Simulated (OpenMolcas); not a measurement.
**A workflow on SO2 (sulfur dioxide)**

We compute a single-point energy (UHF/STO-3G), then a single-point energy (CASSCF(4,4)/STO-3G), then a single-point energy (CASPT2(4,4)/STO-3G), then a single-point energy (SC-NEVPT2(4,4)/STO-3G), then the energy (MRCI(4,4)/STO-3G) of SO2 (sulfur dioxide). 

The calculation is run with OpenMolcas 26.06.

7 further runs of the same task are left out: 6 that didn't finish, 1 set aside as unsound or not needed.

## (1) The structure to begin with

The species is SO2 (3 atoms), meant as a singlet with charge 0. SMILES: `O=S=O`. The O1–S2 distance was set to 3.585 Å, away from the relaxed value. At this shape a bond of the SMILES string is far longer than usual.

Bond lengths: S2–O3 1.434 Å.

## (2) A single-point energy at UHF/STO-3G (run 1)

File step1.inp:

```
&GATEWAY
BasLib = $CurrDir
Coord
3
angstrom
O       -2.845663       1.017009      -1.438756
S        0.280030       0.371410       0.194090
O        0.690220      -1.001060       0.264960
Basis = STO-3G
Group = NoSym
&SEWARD
&SCF
UHF
Scramble = 0.25
PrOrbitals = 1 1
```

The basis set STO-3G is read from a file made from the Basis Set Exchange's data (not shown).

Command:

```bash
export MOLCAS_MEM=1860
pymolcas step1.inp > step1.log
```

The program printed:

```text
--- Start Module: gateway ---
[...]
--- Stop Module: gateway /rc=_RC_ALL_IS_WELL_ ---
--- Start Module: seward ---
[...]
      Basis functions           19
--- Stop Module: seward /rc=_RC_ALL_IS_WELL_ ---
--- Start Module: scf ---
[...]
       Convergence after  31 Iterations
[...]
::    Total SCF energy                               -540.7483918390
[...]
      Total spin, S                                     1.0013528559
[...]
      Total electronic charge=   32.000000
      Total            charge=   -0.000000
[...]
      Dipole Moment (debye):
      Origin of the operator (angstrom)=   -0.3990    0.1896   -0.1965
                   X= -2.0274E-01               Y=  6.7489E-01               Z= -3.2788E-02           Total=  7.0544E-01
      Quadrupole Moment (debye*angstrom):
[...]
--- Stop Module: scf /rc=_RC_ALL_IS_WELL_ ---
[...]
```

Run time: 2.7 s. Hardware: 1 thread of Intel Xeon Platinum 8259CL at 2.50GHz (Skylake/Cascade Lake), shared host; peak memory 0.37 GiB.

## (3) The energy at CASSCF(4,4)/STO-3G (run 2)

File step2.input:

```
* O2S CASSCF
>>> EXPORT MOLCAS_PRINT=2
&gateway
baslib=$CurrDir
coord
3
angstrom
O       -2.845663       1.017009      -1.438756
S        0.280030       0.371410       0.194090
O        0.690220      -1.001060       0.264960
basis=STO-3G
group=NoSym
&seward
&rasscf
fileorb=$CurrDir/step1.UnaOrb
spin=1
nactel=4 0 0
inactive=14
ras2=4
orblisting=Nothing
```

The basis set STO-3G is read from a file made from the Basis Set Exchange's data (not shown).

Command:

```bash
export MOLCAS_MEM=1860
pymolcas step2.input > step2.log
```

The program printed:

```text
--- Start Module: gateway ---
[...]
--- Stop Module: gateway /rc=_RC_ALL_IS_WELL_ ---
--- Start Module: seward ---
[...]
      Basis functions           19
--- Stop Module: seward /rc=_RC_ALL_IS_WELL_ ---
--- Start Module: rasscf ---
[...]
      Number of active orbitals                  4
[...]
      Spin quantum number                      0.0
[...]
      Active orbitals                            4
[...]
      Number of CSFs                            20
[...]
      Number of root(s) required                 1
[...]
      Convergence after 14 iterations
[...]
      printout of CI-coefficients larger than  0.05 for root  1
      energy=    -540.746691
      conf/sym  1111     Coeff  Weight
             1  2200  -0.43813 0.19196
             6  2020   0.43756 0.19146
            10  udud   0.43286 0.18737
            14  0202   0.42850 0.18362
            15  uudd  -0.24989 0.06245
            20  0022  -0.42797 0.18316
      Natural orbitals and occupation numbers for root  1
      sym 1:   1.016646   1.000966   0.999034   0.983354
      ************************************************************************************************************************
      *                                                    Final results                                                     *
[...]
::    RASSCF root number  1 Total energy:   -540.74669092
[...]
      Total electronic charge=   32.000000
      Total            charge=   -0.000000
[...]
      Dipole Moment (debye):
      Origin of the operator (angstrom)=   -0.3990    0.1896   -0.1965
                   X= -2.0678E-01               Y=  6.8857E-01               Z= -3.3402E-02           Total=  7.1972E-01
      Quadrupole Moment (debye*angstrom):
[...]
--- Stop Module: rasscf /rc=_RC_ALL_IS_WELL_ ---
[...]
```

Run time: 2.2 s. Hardware: 1 thread of Intel Xeon Platinum 8259CL at 2.50GHz (Skylake/Cascade Lake), shared host; peak memory 0.37 GiB.

## (4) The energy at CASPT2(4,4)/STO-3G (run 3)

File step3.inp:

```
>>> EXPORT MOLCAS_PRINT=2
&gateway
baslib=$CurrDir
coord
3
angstrom
O       -2.845663       1.017009      -1.438756
S        0.280030       0.371410       0.194090
O        0.690220      -1.001060       0.264960
basis=STO-3G
group=NoSym
&seward
&rasscf
fileorb=$CurrDir/step2.RasOrb
spin=1
nactel=4 0 0
inactive=14
ras2=4
orblisting=Nothing
&caspt2
imaginary=0.1
frozen=7
```

The basis set STO-3G is read from a file made from the Basis Set Exchange's data (not shown).

Command:

```bash
export MOLCAS_MEM=1860
pymolcas step3.inp > step3.log
```

The program printed:

```text
--- Start Module: gateway ---

                                              &GATEWAY

                       available to each process: 1.9 GB of memory, 1 thread

 Basis Set     1 Label: O.STO-3G
 Basis set is read from library:.
 basistype.tbl is not found

 Basis Set     2 Label: S.STO-3G
 Basis set is read from library:.
 basistype.tbl is not found

 Basis Set     3 Label: O.STO-3G
 Basis set is read from library:.
 basistype.tbl is not found

++    Symmetry information:
      ---------------------

                    Character Table for C1

                             E
                    a        1  x, y, xy, Rz, z, xz, Ry, yz, Rx, I
--

++    Basis set information:
      ----------------------

      Basis set label: O.STO-3G.........

      Electronic valence basis set:
      ------------------
      Associated Effective Charge   8.000000 au
      Associated Actual Charge      8.000000 au
      Nuclear Model: Point charge

      Shell  nPrim  nBasis  Cartesian Spherical Contaminant
         s       6       2        X
[... 108 lines left out ...]
      Nuclear repulsion energy =   73.79515498
[... 77 lines left out ...]
      Convergence after  4 iterations
[... 10 lines left out ...]
      printout of CI-coefficients larger than  0.05 for root  1
[... 1 line left out ...]
      conf/sym  1111     Coeff  Weight
[... 11 lines left out ...]
      *                                                    Final results                                                     *
[... 6 lines left out ...]
      RASSCF energy for state  1                   -540.74669093
[... 12 lines left out ...]
::    RASSCF root number  1 Total energy:   -540.74669093
[... 29 lines left out ...]
      Dipole Moment (debye):
[... 13 lines left out ...]
      Spin density orbitals for root   1 are written to the SPDORB.1 file
[... 52 lines left out ...]
      Imaginary shift                            0.10
[... 3 lines left out ...]
--------------------------------------------------------------------------------
 Estimated memory requirements:
  POLY3 :                   250840
  RHS:                      253264
  SIGMA :                   251792
  PRPCTL:                        0
 Available workspace:    232490254

++ CASPT2 computation for group   1

********************************************************************************
 Multi-State initialization phase begins for group   1
--------------------------------------------------------------------------------
********************************************************************************
 Compute H0 matrices for state    1
--------------------------------------------------------------------------------
--------------------------------------------------------------------------------
 H0 matrices have been computed.

********************************************************************************
  CASPT2 EQUATION SOLUTION
--------------------------------------------------------------------------------
 Invalid disk address                    -8
 I/O error in DaFile_checkarg
 Unit =                    45

--- Stop Module: caspt2 /rc=-6 ---

.########################.
.# Non-zero return code #.
.########################.

    Timing: Wall=1.82 User=1.42 System=0.40
```

Wall time 2.1 s (1 thread of Intel Xeon Platinum 8259CL at 2.50GHz (Skylake/Cascade Lake), shared host); peak memory 0.37 GiB.

The run ended with an error.

## (5) The energy at SC-NEVPT2(4,4)/STO-3G (run 4)

File step4.inp:

```
&gateway
baslib = $CurrDir
coord
3
angstrom
O       -2.845663       1.017009      -1.438756
S        0.280030       0.371410       0.194090
O        0.690220      -1.001060       0.264960
basis = STO-3G
group = NoSym
&seward
&rasscf
fileorb = $CurrDir/step2.RasOrb
spin = 1
nactel = 4 0 0
inactive = 14
ras2 = 4
orblisting = Nothing
&caspt2
sc-nevpt2
frozen = 7
```

The basis set STO-3G is read from a file made from the Basis Set Exchange's data (not shown).

Command:

```bash
export MOLCAS_MEM=1860
pymolcas step4.inp > step4.log
```

The program printed:

```text
--- Start Module: gateway ---
[...]
--- Stop Module: gateway /rc=_RC_ALL_IS_WELL_ ---
[...]
      Basis functions           19
[...]
--- Start Module: rasscf ---
[...]
      Number of active orbitals                  4
[...]
      Spin quantum number                      0.0
[...]
      Active orbitals                            4
[...]
      Number of CSFs                            20
[...]
      Number of root(s) required                 1
[...]
      Convergence after  4 iterations
[...]
      printout of CI-coefficients larger than  0.05 for root  1
      energy=    -540.746691
      conf/sym  1111     Coeff  Weight
             1  2200  -0.43813 0.19196
             6  2020   0.43756 0.19146
            10  udud   0.43286 0.18737
            14  0202   0.42850 0.18361
            15  uudd  -0.24989 0.06245
            20  0022  -0.42797 0.18315
      Natural orbitals and occupation numbers for root  1
      sym 1:   1.016650   1.000966   0.999034   0.983350
      ************************************************************************************************************************
      *                                                    Final results                                                     *
[...]
::    RASSCF root number  1 Total energy:   -540.74669093
[...]
      Total electronic charge=   32.000000
      Total            charge=   -0.000000
[...]
      Dipole Moment (debye):
      Origin of the operator (angstrom)=   -0.3990    0.1896   -0.1965
                   X= -2.0682E-01               Y=  6.8870E-01               Z= -3.3408E-02           Total=  7.1986E-01
      Quadrupole Moment (debye*angstrom):
[...]
--- Stop Module: rasscf /rc=_RC_ALL_IS_WELL_ ---
--- Start Module: caspt2 ---
[...]
 ###    WARNING: User changed nr of frozen orbitals.                         ###
 ###############################################################################
[...]
      E2 (Variational):          -0.0612465223
[...]
      E2 (Variational):          -0.0612459482
      Total energy:            -540.8079368746
[...]
      Reference weight:           0.96995
[...]
::    SC-NEVPT2 Root  1     Total energy:   -540.80793687
[...]
--- Stop Module: caspt2 /rc=_RC_ALL_IS_WELL_ ---
[...]
```

It took 2.1 s on 1 thread of Intel Xeon Platinum 8259CL at 2.50GHz (Skylake/Cascade Lake), shared host; peak memory 0.37 GiB.

## (6) The energy at MRCI(4,4)/STO-3G (run 5)

File step5.inp:

```
>>> EXPORT MOLCAS_PRINT=2

&gateway
 baslib = $CurrDir
 coord
 3
 angstrom
 O       -2.845663       1.017009      -1.438756
 S        0.280030       0.371410       0.194090
 O        0.690220      -1.001060       0.264960
 basis = STO-3G
 group = NoSym

&seward

&rasscf
 fileorb = $CurrDir/step2.RasOrb
 spin = 1
 nactel = 4 0 0
 inactive = 14
 ras2 = 4
 orblisting = Nothing

&motra
 lumorb
 frozen = 7

&guga
 electrons = 18
 spin = 1
 inactive = 7
 active = 4
 ciall = 1

&mrci
 sdci
```

The basis set STO-3G is read from a file made from the Basis Set Exchange's data (not shown).

Command:

```bash
export MOLCAS_MEM=1860
pymolcas step5.inp > step5.log
```

The program printed:

```text
--- Start Module: gateway ---
[...]
--- Stop Module: gateway /rc=_RC_ALL_IS_WELL_ ---
[...]
      Basis functions           19
[...]
      Number of active orbitals                  4
[...]
      Spin quantum number                      0.0
[...]
      Active orbitals                            4
[...]
      Number of CSFs                            20
[...]
      Number of root(s) required                 1
[...]
      Convergence after  4 iterations
[...]
      printout of CI-coefficients larger than  0.05 for root  1
      energy=    -540.746691
      conf/sym  1111     Coeff  Weight
             1  2200  -0.43813 0.19196
             6  2020   0.43756 0.19146
            10  udud   0.43286 0.18737
            14  0202   0.42850 0.18361
            15  uudd  -0.24989 0.06245
            20  0022  -0.42797 0.18315
      Natural orbitals and occupation numbers for root  1
      sym 1:   1.016650   1.000966   0.999034   0.983350
      ************************************************************************************************************************
      *                                                    Final results                                                     *
[...]
::    RASSCF root number  1 Total energy:   -540.74669093
[...]
      Dipole Moment (debye):
      Origin of the operator (angstrom)=   -0.3990    0.1896   -0.1965
                   X= -2.0682E-01               Y=  6.8870E-01               Z= -3.3408E-02           Total=  7.1986E-01
      Quadrupole Moment (debye*angstrom):
[...]
      *** WARNING: Default frozen orbitals is overwritten by user input.
      *** Default values:   7
[...]
--- Start Module: guga ---
[...]
--- Stop Module: guga /rc=_RC_ALL_IS_WELL_ ---
--- Start Module: mrci ---
[...]
       (But an ACPF correction will be computed)
       USE THE DEFAULT ACPF G-VALUE GFAC=  0.11111111111111110
[...]
                      CI ENERGY:  -540.82747040
[...]
                ACPF CORRECTION:    -0.00531518
[...]
      Total electronic charge=   32.000000
      Total            charge=   -0.000000
[...]
     ACPF CORRECTION:     -0.00531518
[...]
  CI State   1     Total energy:   -540.82747040     QDav:     -0.00602916     QACPF:     -0.00531518
[...]
--- Stop Module: mrci /rc=_RC_ALL_IS_WELL_ ---
[...]
```

It took 4.2 s on 1 thread of Intel Xeon Platinum 8259CL at 2.50GHz (Skylake/Cascade Lake), shared host; peak memory 0.37 GiB.

## (7) Outcome

```
                                                    quantity                value
                             run 1, UHF/STO-3G: total energy        -540.74839 Eh
                            run 1, UHF/STO-3G: dipole moment               0.71 D
                              run 1, UHF/STO-3G: HOMO energy             -7.39 eV
                              run 1, UHF/STO-3G: LUMO energy              6.79 eV
                            run 1, UHF/STO-3G: HOMO–LUMO gap             14.18 eV
                                     run 1, UHF/STO-3G: ⟨S²⟩                2.004
                     run 2, CASSCF(4,4)/STO-3G: total energy        -540.74669 Eh
   run 2, CASSCF(4,4)/STO-3G: dipole moment (CASSCF density)               0.72 D
                  run 4, SC-NEVPT2(4,4)/STO-3G: total energy        -540.80794 Eh
run 4, SC-NEVPT2(4,4)/STO-3G: dipole moment (CASSCF density)               0.72 D
                       run 5, MRCI(4,4)/STO-3G: total energy        -540.82747 Eh
     run 5, MRCI(4,4)/STO-3G: dipole moment (CASSCF density)               0.72 D
                                   run 3, CASPT2(4,4)/STO-3G  no result (crashed)
```

In words: ⟨S²⟩ (run 1, UHF/STO-3G) is 2.00 where a pure singlet has 0.00: the reference is spin-contaminated. 1 of the 5 runs did not end normally.
